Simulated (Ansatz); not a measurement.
A made-up structure of C2H6N (charge -1), closed shell:

```
9
angstrom
C -0.6020 0.3781 -1.1642
N -0.5180 0.1789 0.2795
C 0.5736 -0.6731 0.6726
H -1.6441 0.5959 -1.4488
H 0.0176 1.2395 -1.4965
H -0.4389 1.0426 0.8241
H 0.4311 -1.6617 0.2217
H 1.5734 -0.3227 0.3382
H -1.2057 -0.1110 0.9749
```

It is relaxed with PBE-D4/def2-SVPD and then PBE0-D4/def2-TZVPD (Ansatz 0.2.0). Atoms count as bonded within 1.22 times the sum of their covalent radii (H–H: 0.88 Å). The end point is not checked to be a true minimum.

Question: Does its bonding change? (Judge from chemistry; the calculation decides.)

Answer: The calculation gives: No: no bond forms or breaks.

Where it ends: The first stage lowers the energy by 0.95 eV in 10 steps. It ends as C₂H₆N ([CH2][NH2][CH2]), total charge -1:
```csv
atom,x (Å),y (Å),z (Å)
C1,-0.8334,0.3166,-1.1664
N2,-0.5373,0.1370,0.3100
C3,0.6629,-0.6547,0.7782
H4,-1.5498,1.1657,-1.2155
H5,0.1116,0.7009,-1.5846
H6,-0.4645,1.0163,0.8234
H7,0.6145,-1.5811,0.1841
H8,1.5217,-0.1034,0.3570
H9,-1.3388,-0.3307,0.7153
```

Labels in which every atom is bracketed show which atoms are joined, not bond orders.

For scale, one of the runs: PBE0-D4/def2-TZVPD relaxation, 165 basis functions, launched by `ansatz run in.yaml --threads 2 --pin off --events-out ev --progress --plain --max-ram 4352MiB`. The run took about 18 s on 2 CPU threads of an Arm Neoverse V2 (shared host).
